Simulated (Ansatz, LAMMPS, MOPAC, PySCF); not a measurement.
Ladder of methods for the bulk modulus B0 of cubic BN

Reference value: 410 GPa (measured, 0 K value with the zero-point phonon effect removed, our sources range from 388 to 410; as tabulated in Mejia-Rodriguez and Trickey (2018), arXiv:1807.09216).

```json
[
 {"level (code)": "ExTeP BN.extep (LAMMPS)", "value (GPa)": "402", "cell (Å³/atom)": "5.63", "error (%)": "-2.0"},
 {"level (code)": "PM6 semi-empirical Hartree-Fock (MOPAC)", "value (GPa)": "549", "cell (Å³/atom)": "6.02", "error (%)": "+34"},
 {"level (code)": "LDA (Ansatz)", "value (GPa)": "403", "cell (Å³/atom)": "5.74", "error (%)": "-1.7"},
 {"level (code)": "PBE (Ansatz)", "value (GPa)": "372", "cell (Å³/atom)": "5.95", "error (%)": "-9.3"},
 {"level (code)": "r²SCAN-D4 (Ansatz)", "value (GPa)": "398", "cell (Å³/atom)": "5.85", "error (%)": "-2.9"},
 {"level (code)": "PBE0 (Ansatz)", "value (GPa)": "404", "cell (Å³/atom)": "5.82", "error (%)": "-1.5"},
 {"level (code)": "Hartree–Fock (Ansatz)", "value (GPa)": "431", "cell (Å³/atom)": "5.83", "error (%)": "+5.1"},
 {"level (code)": "MP2 (PySCF)", "value (GPa)": "399 ± 10", "cell (Å³/atom)": "5.81", "error (%)": "-2.7"},
 {"level (code)": "CCSD (PySCF)", "value (GPa)": "400 ± 10", "cell (Å³/atom)": "5.81", "error (%)": "-2.4"}
]
```

Once the reference is moved by up to 5.3 % (a margin picked here for doubts on the reference and the settings) and values within 1.7 % count as equal, the nearest can be PBE0 (-1.5 %), LDA (-1.7 %), ExTeP BN.extep (-2.0 %), CCSD (-2.4 %), MP2 (-2.7 %), r²SCAN-D4 (-2.9 %), Hartree–Fock (+5.1 %) or PBE (-9.3 %). Among them PM6 semi-empirical Hartree-Fock (MOPAC) (+34 %) misses by most. Within 15 %: ExTeP BN.extep, LDA, PBE, r²SCAN-D4, PBE0, Hartree–Fock, MP2, CCSD.

A ± on a computed value is a rough bar: the spread of its extrapolation, a floor set from checks against published values, or a statistical error. PM6 semi-empirical Hartree-Fock (MOPAC): the method was fitted mainly to molecules. PM6 semi-empirical Hartree-Fock (MOPAC): the run uses a supercell at the zone centre in place of a k mesh. Each level is taken at its own relaxed cell. Cutoffs and k meshes differ between the levels. Ansatz's density-functional and Hartree–Fock values are scalar-relativistic unless marked +SOC, with PAW data made under PBE.

Empirical potentials (ExTeP BN.extep) are fitted to chosen data: where that held the value shown, agreement is built in, and what lay outside the fit can be far off.

Differences are worked out from the printed values.

Ansatz is a program for electronic structure.
